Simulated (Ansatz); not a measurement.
```yaml
crystal:
  periodic: [false, false, false]
  atoms:
    - {symbol: Cl, position_ang: [-0.878040, 2.096435, -0.831644]}
    - {symbol: C, position_ang: [0.397122, 0.832083, -0.869527]}
    - {symbol: C, position_ang: [0.074769, -0.247500, 0.042776]}
    - {symbol: C, position_ang: [-0.169064, -1.438409, 0.417739]}
    - {symbol: N, position_ang: [0.036395, -0.444408, 1.524742]}
    - {symbol: H, position_ang: [1.323377, 1.323208, -0.567725]}
    - {symbol: H, position_ang: [0.475779, 0.477935, -1.895618]}
    - {symbol: H, position_ang: [-0.284818, -2.500950, 0.310997]}
    - {symbol: H, position_ang: [-0.887021, -0.144696, 1.851161]}
basis:
  gaussian: {orbitals: "6-31G*"}
total_charge: -2
hamiltonian: {xc: {name: revPBE}, dispersion: d3bj}
scf: {lower_state_search: full}
output: {forces: true}
```

```sh
$ ansatz run in.yaml --threads 2 --pin off --events-out ev --progress --plain --max-ram 4352MiB
```

Shortened log:

```
Functional definition: revPBE
1072 factors; their error is unknown
mean field evaluation 1: about -17168.8554 eV, gradient 3.3e1 eV
mean field evaluation 2: about -17151.6909 eV, gradient 7.6e1 eV
mean field evaluation 4: about -17170.9458 eV, gradient 1.4e1 eV
mean field evaluation 8: about -17171.5603 eV, gradient 2.6e-1 eV
mean field evaluation 16: about -17171.4902 eV, gradient 4.4e-3 eV
mean field -17171.49022599 eV, -631.0406265510 hartree, gradient 1.4e-5 eV, S^2 0.000000; 4 other end points of the search recorded, 0 dependent functions left out
reference -17171.49026523 eV, -631.0406279930 hartree; 24, 24 occupied and 63, 63 virtual orbitals, 1072 factors
Total energy: -17171.97745851 eV, -631.0585320160 hartree
Atom 0 at    -0.878040     2.096435    -0.831644 Å, force    -7.412573     8.463427    -0.427350 eV/Å
Atom 1 at     0.397122     0.832083    -0.869527 Å, force     5.122604    -8.251001     2.634243 eV/Å
Atom 2 at     0.074769    -0.247500     0.042776 Å, force     4.361338     6.818826    -4.749752 eV/Å
Atom 3 at    -0.169064    -1.438409     0.417739 Å, force    -3.955734    -7.194172     1.861205 eV/Å
Atom 4 at     0.036395    -0.444408     1.524742 Å, force     1.879796     0.026203     1.144317 eV/Å
Atom 5 at     1.323377     1.323208    -0.567725 Å, force     0.278934     0.918966    -0.107705 eV/Å
Atom 6 at     0.475779     0.477935    -1.895618 Å, force     0.405858    -0.508529    -0.725555 eV/Å
Atom 7 at    -0.284818    -2.500950     0.310997 Å, force     0.570084    -0.698033     0.114603 eV/Å
Atom 8 at    -0.887021    -0.144696     1.851161 Å, force    -1.250307     0.424314     0.255994 eV/Å
Dipole moment:     0.016620     0.173465    -0.184161 e Å
```

Question: Something in this input is off. What?

Answer: The charge is far from anything that the molecule holds. The run converged. The result belongs to that input, not to the molecule as meant.
